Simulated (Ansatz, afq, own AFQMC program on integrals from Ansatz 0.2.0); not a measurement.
**MgPH₂, quartet in cc-pVDZ, levels against CCSDT(Q)**

```csv
atom,x (Å),y (Å),z (Å)
P,0.0000,0.0778,1.1641
Mg,0.0000,0.0174,-1.5257
H,0.0000,-1.2430,1.6870
H,0.0000,-1.5672,-0.6685
```

Connectivity, by distances: PH–MgH.

Basis cc-pVDZ. Only valence electrons are correlated. Ansatz 0.2.0 and our own AFQMC program on the same integrals; the CISD trial comes from CCSD amplitudes, and released means the phaseless constraint is let go. Free AFQMC starts from the CCSD state and is never constrained. Its projection time is finite, and what remains of the start isn't in its error. Error bars are statistical, one sigma.

Determinant: UHF, the one that the program's search chose, which needn't be the lowest solution. The geometry is a PBE0/def2-TZVP stationary point of this or a neighbouring charge and spin state.

No full CI on the walks' own integrals is used here; CCSDT(Q) serves as the reference and is uncertain by about the last step of the cluster series.

Cautions: lower spins were not checked.

```
T1 diagnostic                               : 0.0223
weight of the determinant in the CISD state : 0.895
⟨S²⟩ of the determinant                     : 3.783
size of the correlated space                : 9 electrons in 36 orbitals
```

```tsv
level	correlation energy (eV)
MP2	-3.2031
CCSD	-4.0696
CCSD(T)	-4.1750
```

Problem. Estimate where AFQMC with the constraint released lies against CCSD(T) on the same integrals.

Solution. 3.2 ± 1.2 kJ/mol below CCSD(T).

Reference: CCSDT(Q), correlation energy -4.208 eV. The released energy is read at 2.40 1/Eh (meV from the phaseless value at times in 1/Eh: -9 ± 7 at 0.24, -4 ± 6 at 0.51, -22 ± 8 at 0.99, -20 ± 7 at 1.62, -25 ± 13 at 2.40).

| level | E − E(reference) (kJ/mol) | share of correlation (%) |
| --- | --- | --- |
| CCSD(T) | 3.2 | 99.21 |
| CCSDT | 0.5 | 99.88 |
| ph-AFQMC/CISD | 2.4 ± 0.8 | 99.41 |
| released AFQMC | 0.0 ± 1.2 | 100.01 |
| free AFQMC | 0.9 ± 1.1 | 99.78 |

Free projections are given only where their last times agree within the noise and don't stop above the reference; a slow remainder of the start can still hide under it. A walk keeps the symmetry of its determinant, which the program's search chose and which needn't be the lowest solution, so a lower state of the same spin and another symmetry isn't excluded. Released energies are given only where the last usable release times agree within the noise; a slower fall can still hide under it.
